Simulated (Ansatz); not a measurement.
```xyz
3

H     0.0528   -0.0334   -1.5339
C    -0.0876    0.0969   -0.5438
O     0.0503   -0.1045    0.5751
```

RHF-MP2 on singlet CHO(+) was run in several spherical basis sets with Ansatz (development build ahead of 0.2.0). Frozen core: 2 orbitals.

Question: Rank the basis sets by the total energy that they give, lowest first, with the distance from the lowest.
A. 6-31G
B. aug-cc-pVDZ
C. STO-3G
D. def2-SVP

Answer: B (0.00 eV), D (3.15 eV), A (4.43 eV), C (44.36 eV).

Totals follow the description of the cores as much as that of the bonds, so this order isn't one of quality for chemistry.
